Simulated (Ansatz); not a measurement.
**Te (C2/m, No. 12, 3 atoms in the cell; start mp-570459; another form than the element's usual one)**

Level of theory: PBEsol in Ansatz (plane waves, PAW).

Run with plane-wave cutoff 500 eV, 10×10×8 k mesh (along the axes of the cell as run), Fermi–Dirac smearing 0.05 eV, scalar-relativistic PAW data made under PBE.

Cell (relaxed at this level):

Space group C2/m (No. 12); a = 7.454 Å, b = 4.319 Å, c = 5.817 Å, α = γ = 90.00°, β = 90.07°

```
atom  site  symmetry       x       y       z
----  ----  --------  ------  ------  ------
Te      4i         m  0.3197  0.0000  0.3348
Te      2a       2/m  0.0000  0.0000  0.0000
```
(The calculation used a cell of 3 atoms; values per cell refer to that cell.)

```json
{
 "band_gap": "none"
}
```

Note: the relaxation could not lower the start's symmetry, so the cell can be a saddle point above a distorted one.

Spin–orbit coupling is not included.

The computed numbers hold no vibrational or temperature effects.

It cost very roughly 4 core-minutes of CPU time.

A start named mp-… is a Materials Project structure, which need not be a measured phase.

Ansatz is an electronic-structure program.
